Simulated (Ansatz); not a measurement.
Ansatz (a quantum-chemistry and plane-wave program) input (B3LYP-D3(BJ)/def2-TZVP):

Ansatz 0.2 input:
```yaml
crystal:
  periodic: [false, false, false]
  atoms:
    - {symbol: C, position_ang: [0.11863316, 0.78744088, 0.16594685]}
    - {symbol: C, position_ang: [-0.21095991, -0.47848364, -0.07498317]}
    - {symbol: O, position_ang: [0.61409436, 1.86826058, -0.11563855]}
    - {symbol: O, position_ang: [-1.30851151, -1.12726820, -0.06569718]}
    - {symbol: H, position_ang: [0.75805206, -1.05980604, 0.09276092]}
basis:
  gaussian:
    orbitals: def2-TZVP
hamiltonian:
  xc: b3lyp
  dispersion: d3bj
total_charge: -1
relax: {f_tol: 0.002, max_steps: 150}
```

Output:

```
Functional definition: B3LYP
integrals: 0.03 GiB planned
706 factors; their error is unknown
mean field: 0.39 GiB planned
mean field evaluation 1: about -6183.3360 eV, gradient 3.2e1 eV
mean field evaluation 2: about -6171.5386 eV, gradient 8.2e1 eV
mean field evaluation 4: about -6185.4752 eV, gradient 4.6e0 eV
mean field evaluation 8: about -6185.5107 eV, gradient 7.6e-2 eV
mean field evaluation 16: about -6185.5178 eV, gradient 5.9e-5 eV
mean field -6185.51778452 eV, -227.3135858864 hartree, gradient 2.3e-5 eV, S^2 0.000000; 0 other end points of the search recorded, 0 dependent functions left out
the calculation of the forces begins
reference -6185.51797256 eV, -227.3135927969 hartree; 15, 15 occupied and 115, 115 virtual orbitals, 706 factors
relax step   1: F+E_penalty+E_count = -6185.63435433 eV  Δ(F+E_penalty+E_count) = +0.000e0 eV  max|allowed force component| = 2.298e0 eV/Å  Δτ_max = 0.0000 Å  (31 SCF iters, accepted)
these checks for a lower state are left out or cut short: starts, cluster_reference, orbital_swaps, neighbouring_geometries, increment
integrals: 0.03 GiB planned
706 factors; their error is unknown
mean field: 0.39 GiB planned
mean field -6185.55664300 eV, -227.3150139095 hartree, gradient 1.6e-5 eV, S^2 0.000000; 0 other end points of the search recorded, 0 dependent functions left out
the calculation of the forces begins
reference -6185.55683028 eV, -227.3150207918 hartree; 15, 15 occupied and 115, 115 virtual orbitals, 706 factors
relax step   2: F+E_penalty+E_count = -6185.67287417 eV  Δ(F+E_penalty+E_count) = -3.852e-2 eV  max|allowed force component| = 6.648e-1 eV/Å  Δτ_max = 0.0602 Å  (35 SCF iters, accepted)
these checks for a lower state are left out or cut short: starts, cluster_reference, orbital_swaps, neighbouring_geometries, increment
integrals: 0.03 GiB planned
706 factors; their error is unknown
mean field: 0.39 GiB planned
mean field evaluation 32: about -6185.5754 eV, gradient 2.0e-5 eV
mean field -6185.57544899 eV, -227.3157050167 hartree, gradient 2.0e-5 eV, S^2 0.000000; 0 other end points of the search recorded, 0 dependent functions left out
the calculation of the forces begins
reference -6185.57563669 eV, -227.3157119146 hartree; 15, 15 occupied and 115, 115 virtual orbitals, 706 factors
relax step   3: F+E_penalty+E_count = -6185.69159491 eV  Δ(F+E_penalty+E_count) = -1.872e-2 eV  max|allowed force component| = 5.902e-1 eV/Å  Δτ_max = 0.0306 Å  (37 SCF iters, accepted)
these checks for a lower state are left out or cut short: starts, cluster_reference, orbital_swaps, neighbouring_geometries, increment
integrals: 0.03 GiB planned
706 factors; their error is unknown
mean field: 0.38 GiB planned
mean field -6185.58437179 eV, -227.3160329235 hartree, gradient 2.4e-5 eV, S^2 0.000000; 0 other end points of the search recorded, 0 dependent functions left out
the calculation of the forces begins
reference -6185.58455985 eV, -227.3160398346 hartree; 15, 15 occupied and 115, 115 virtual orbitals, 706 factors
relax step   4: F+E_penalty+E_count = -6185.70044820 eV  Δ(F+E_penalty+E_count) = -8.853e-3 eV  max|allowed force component| = 2.906e-1 eV/Å  Δτ_max = 0.0162 Å  (36 SCF iters, accepted)
these checks for a lower state are left out or cut short: starts, cluster_reference, orbital_swaps, neighbouring_geometries, increment
integrals: 0.03 GiB planned
706 factors; their error is unknown
mean field: 0.38 GiB planned
mean field -6185.59110760 eV, -227.3162804600 hartree, gradient 1.7e-5 eV, S^2 0.000000; 0 other end points of the search recorded, 0 dependent functions left out
the calculation of the forces begins
reference -6185.59129619 eV, -227.3162873906 hartree; 15, 15 occupied and 115, 115 virtual orbitals, 706 factors
relax step   5: F+E_penalty+E_count = -6185.70720726 eV  Δ(F+E_penalty+E_count) = -6.759e-3 eV  max|allowed force component| = 2.239e-1 eV/Å  Δτ_max = 0.0195 Å  (36 SCF iters, accepted)
these checks for a lower state are left out or cut short: starts, cluster_reference, orbital_swaps, neighbouring_geometries, increment
integrals: 0.03 GiB planned
706 factors; their error is unknown
mean field: 0.38 GiB planned
mean field -6185.60011565 eV, -227.3166115000 hartree, gradient 1.3e-5 eV, S^2 0.000000; 0 other end points of the search recorded, 0 dependent functions left out
the calculation of the forces begins
reference -6185.60030567 eV, -227.3166184829 hartree; 15, 15 occupied and 115, 115 virtual orbitals, 706 factors
relax step   6: F+E_penalty+E_count = -6185.71634097 eV  Δ(F+E_penalty+E_count) = -9.134e-3 eV  max|allowed force component| = 2.394e-1 eV/Å  Δτ_max = 0.0373 Å  (36 SCF iters, accepted)
these checks for a lower state are left out or cut short: starts, cluster_reference, orbital_swaps, neighbouring_geometries, increment
integrals: 0.03 GiB planned
706 factors; their error is unknown
mean field: 0.38 GiB planned
mean field -6185.60648194 eV, -227.3168454567 hartree, gradient 2.3e-5 eV, S^2 0.000000; 0 other end points of the search recorded, 0 dependent functions left out
the calculation of the forces begins
reference -6185.60667266 eV, -227.3168524653 hartree; 15, 15 occupied and 115, 115 virtual orbitals, 706 factors
relax step   7: F+E_penalty+E_count = -6185.72291729 eV  Δ(F+E_penalty+E_count) = -6.576e-3 eV  max|allowed force component| = 2.200e-1 eV/Å  Δτ_max = 0.0248 Å  (35 SCF iters, accepted)
these checks for a lower state are left out or cut short: starts, cluster_reference, orbital_swaps, neighbouring_geometries, increment
integrals: 0.03 GiB planned
706 factors; their error is unknown
mean field: 0.39 GiB planned
mean field evaluation 64: about -6185.6102 eV, gradient 2.0e-4 eV
mean field -6185.61023901 eV, -227.3169835266 hartree, gradient 2.6e-5 eV, S^2 0.000000; 0 other end points of the search recorded, 0 dependent functions left out
the calculation of the forces begins
reference -6185.61043029 eV, -227.3169905557 hartree; 15, 15 occupied and 115, 115 virtual orbitals, 706 factors
relax step   8: F+E_penalty+E_count = -6185.72676401 eV  Δ(F+E_penalty+E_count) = -3.847e-3 eV  max|allowed force component| = 2.108e-1 eV/Å  Δτ_max = 0.0279 Å  (34 SCF iters, accepted)
these checks for a lower state are left out or cut short: starts, cluster_reference, orbital_swaps, neighbouring_geometries, increment
integrals: 0.03 GiB planned
706 factors; their error is unknown
mean field: 0.39 GiB planned
mean field -6185.60926704 eV, -227.3169478072 hartree, gradient 1.4e-5 eV, S^2 0.000000; 0 other end points of the search recorded, 0 dependent functions left out
the calculation of the forces begins
reference -6185.60945848 eV, -227.3169548424 hartree; 15, 15 occupied and 115, 115 virtual orbitals, 706 factors
relax step   9: F+E_penalty+E_count = -6185.72574832 eV  Δ(F+E_penalty+E_count) = +1.016e-3 eV  max|allowed force component| = 1.611e-1 eV/Å  Δτ_max = 0.0237 Å  (36 SCF iters, rejected (line search))
these checks for a lower state are left out or cut short: starts, cluster_reference, orbital_swaps, neighbouring_geometries, increment
integrals: 0.03 GiB planned
706 factors; their error is unknown
mean field: 0.39 GiB planned
mean field -6185.61166084 eV, -227.3170357776 hartree, gradient 2.3e-5 eV, S^2 0.000000; 0 other end points of the search recorded, 0 dependent functions left out
the calculation of the forces begins
reference -6185.61185219 eV, -227.3170428096 hartree; 15, 15 occupied and 115, 115 virtual orbitals, 706 factors
relax step  10: F+E_penalty+E_count = -6185.72820357 eV  Δ(F+E_penalty+E_count) = -1.440e-3 eV  max|allowed force component| = 7.694e-2 eV/Å  Δτ_max = 0.0116 Å  (36 SCF iters, accepted)
these checks for a lower state are left out or cut short: starts, cluster_reference, orbital_swaps, neighbouring_geometries, increment
integrals: 0.03 GiB planned
706 factors; their error is unknown
mean field: 0.39 GiB planned
mean field -6185.61164685 eV, -227.3170352635 hartree, gradient 1.9e-5 eV, S^2 0.000000; 0 other end points of the search recorded, 0 dependent functions left out
the calculation of the forces begins
reference -6185.61183837 eV, -227.3170423019 hartree; 15, 15 occupied and 115, 115 virtual orbitals, 706 factors
relax step  11: F+E_penalty+E_count = -6185.72822072 eV  Δ(F+E_penalty+E_count) = -1.715e-5 eV  max|allowed force component| = 3.109e-2 eV/Å  Δτ_max = 0.0076 Å  (37 SCF iters, accepted)
these checks for a lower state are left out or cut short: starts, cluster_reference, orbital_swaps, neighbouring_geometries, increment
integrals: 0.03 GiB planned
706 factors; their error is unknown
mean field: 0.39 GiB planned
mean field -6185.61168383 eV, -227.3170366226 hartree, gradient 1.9e-5 eV, S^2 0.000000; 0 other end points of the search recorded, 0 dependent functions left out
the calculation of the forces begins
reference -6185.61187537 eV, -227.3170436615 hartree; 15, 15 occupied and 115, 115 virtual orbitals, 706 factors
relax step  12: F+E_penalty+E_count = -6185.72825494 eV  Δ(F+E_penalty+E_count) = -3.421e-5 eV  max|allowed force component| = 6.164e-2 eV/Å  Δτ_max = 0.0061 Å  (37 SCF iters, accepted)
these checks for a lower state are left out or cut short: starts, cluster_reference, orbital_swaps, neighbouring_geometries, increment
integrals: 0.03 GiB planned
706 factors; their error is unknown
mean field: 0.39 GiB planned
mean field evaluation 96: about -6185.6041 eV, gradient 4.5e-1 eV
mean field -6185.61179195 eV, -227.3170405958 hartree, gradient 1.9e-5 eV, S^2 0.000000; 0 other end points of the search recorded, 0 dependent functions left out
the calculation of the forces begins
reference -6185.61198343 eV, -227.3170476328 hartree; 15, 15 occupied and 115, 115 virtual orbitals, 706 factors
relax step  13: F+E_penalty+E_count = -6185.72833881 eV  Δ(F+E_penalty+E_count) = -8.387e-5 eV  max|allowed force component| = 1.037e-2 eV/Å  Δτ_max = 0.0020 Å  (37 SCF iters, accepted)
these checks for a lower state are left out or cut short: starts, cluster_reference, orbital_swaps, neighbouring_geometries, increment
integrals: 0.03 GiB planned
706 factors; their error is unknown
mean field: 0.39 GiB planned
mean field -6185.61179180 eV, -227.3170405903 hartree, gradient 1.9e-5 eV, S^2 0.000000; 0 other end points of the search recorded, 0 dependent functions left out
the calculation of the forces begins
reference -6185.61198328 eV, -227.3170476273 hartree; 15, 15 occupied and 115, 115 virtual orbitals, 706 factors
relax step  14: F+E_penalty+E_count = -6185.72834087 eV  Δ(F+E_penalty+E_count) = -2.064e-6 eV  max|allowed force component| = 4.168e-3 eV/Å  Δτ_max = 0.0003 Å  (38 SCF iters, accepted)
these checks for a lower state are left out or cut short: starts, cluster_reference, orbital_swaps, neighbouring_geometries, increment
integrals: 0.03 GiB planned
706 factors; their error is unknown
mean field: 0.39 GiB planned
mean field -6185.61179181 eV, -227.3170405907 hartree, gradient 1.9e-5 eV, S^2 0.000000; 0 other end points of the search recorded, 0 dependent functions left out
the calculation of the forces begins
reference -6185.61198329 eV, -227.3170476277 hartree; 15, 15 occupied and 115, 115 virtual orbitals, 706 factors
relax step  15: F+E_penalty+E_count = -6185.72834149 eV  Δ(F+E_penalty+E_count) = -6.150e-7 eV  max|allowed force component| = 4.039e-4 eV/Å  Δτ_max = 0.0003 Å  (38 SCF iters, accepted)
integrals: 0.03 GiB planned
706 factors; their error is unknown
mean field: 0.39 GiB planned
mean field evaluation 128: about -6185.5957 eV, gradient 2.2e0 eV
mean field -6185.61179181 eV, -227.3170405907 hartree, gradient 1.9e-5 eV, S^2 0.000000; 1 other end points of the search recorded, 0 dependent functions left out
the calculation of the forces begins
reference -6185.61198329 eV, -227.3170476277 hartree; 15, 15 occupied and 115, 115 virtual orbitals, 706 factors
Total energy: -6185.72853297 eV, -227.3213307493 hartree
Atom 0 at     0.188328     0.808412     0.267579 Å, force    -0.000123     0.000186     0.000005 eV/Å
Atom 1 at    -0.165619    -0.509422    -0.064726 Å, force     0.000404    -0.000311     0.000035 eV/Å
Atom 2 at     0.508995     1.888059    -0.186585 Å, force    -0.000014    -0.000192     0.000025 eV/Å
Atom 3 at    -1.312263    -1.049372    -0.102385 Å, force     0.000029     0.000121     0.000022 eV/Å
Atom 4 at     0.751867    -1.147533     0.088506 Å, force    -0.000295     0.000196    -0.000087 eV/Å
Dipole moment:     0.310279     0.076954    -0.080442 e Å
```

It need not be the lowest isomer of its formula. Whether it binds its extra electron was not tested at this geometry.
